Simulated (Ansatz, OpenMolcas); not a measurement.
# BNH3Cl (SMILES NBCl): methods side by side

BNH3Cl has 6 atoms, charge 0, and is taken as a singlet. SMILES: `NBCl`. The shape is that of a PBE0-D4/def2-TZVP optimisation.

```xyz
6

N    -0.3956   -0.0078   -0.6580
B     0.3696   -0.1589    0.4837
Cl    0.5299    1.1893    1.6160
H    -0.5118   -0.7493   -1.3266
H    -0.8786    0.8445   -0.8882
H     0.9288   -1.1819    0.7271
```

Each level gives the vertical energy of the triplet above the singlet (eV). The values are calculated.

```
                level                    kind     program  value (eV)  CPU time (all runs)
       HF/aug-cc-pVDZ            Hartree–Fock      Ansatz        5.85                 45 s
    SVWN5/aug-cc-pVDZ                     LDA      Ansatz        6.08                 19 s
   r2SCAN/aug-cc-pVDZ                meta-GGA  OpenMolcas        6.01              3.5 min
    B3LYP/aug-cc-pVDZ           global hybrid      Ansatz        6.22                 56 s
     PBE0/aug-cc-pVDZ           global hybrid  OpenMolcas        6.17              2.2 min
CAM-B3LYP/aug-cc-pVDZ  range-separated hybrid      Ansatz        6.39                 33 s
 RPA@PBE0/aug-cc-pVDZ                     RPA      Ansatz        6.41                 62 s
     CCSD/aug-cc-pVDZ   coupled cluster or CI      Ansatz        6.55              1.9 min
```

The values span 5.85 to 6.55 eV. CPU times are rough (shared hosts, several kinds of processor and program).
